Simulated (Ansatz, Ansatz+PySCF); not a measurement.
```yaml
atoms:
  - { symbol: B, position_ang: [0.0000, 0.0000, -0.7239] }
  - { symbol: B, position_ang: [0.0000, 0.0000, 0.7239] }
```

UHF on triplet B₂ was run in several spherical basis sets with Ansatz (development build ahead of 0.2.0). Caution for UHF: the determinant breaks the point group; the unrestricted determinant is a mixture of spin states.

Question: Rank the basis sets by the total energy that they give, lowest first, with the distance from the lowest.
A. cc-pVDZ
B. def2-SVP
C. def2-TZVP
D. cc-pVTZ
E. 6-31G(d)

Answer: C (0.00 eV), D (0.03 eV), A (0.29 eV), E (0.49 eV), B (1.61 eV).

Totals follow the description of the cores as much as that of the bonds, so this order isn't one of quality for chemistry.
